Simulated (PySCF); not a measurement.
## Aluminium: a sound run and one with changed settings

Sound run: Al [Ne] 3s2 3p1, Al⁺ [Ne] 3s2. Calculation: PySCF 2.14, in cc-pVDZ-DK (4s3p1d, 18 functions); scalar relativity by spin-free X2C-1e. The sound run starts from symmetry-adapted Hartree-Fock orbitals and uses a fine grid where one is needed.

A second run was set up differently.

| species | method | sound run (hartree) | changed run (hartree) | converged |
| --- | --- | --- | --- | --- |
| Al | UHF | -242.30843 | -242.30843 | yes |
| Al | LDA | -241.73524 | -241.74361 | no |
| Al | M06-L | -242.77878 | -242.76284 | no |
| Al⁺ | UHF | -242.10361 | -242.10361 | yes |
| Al⁺ | LDA | -241.51403 | -241.51403 | yes |
| Al⁺ | M06-L | -242.56309 | -242.56309 | yes |

Ionisation energy of Al:

```tsv
method	sound run (eV)	changed run (eV)
UHF	5.574	5.574
```

(1) What was changed?
A. minimal basis
B. level shift left on
C. angular grid far too coarse
D. a valence shell is frozen

Answers

(1) C. It used 6 angular points. A coarse angular grid integrates products of high-l functions wrongly, so density functionals can shift, and the SCF can exploit the error; Hartree-Fock and MP2 need no grid.
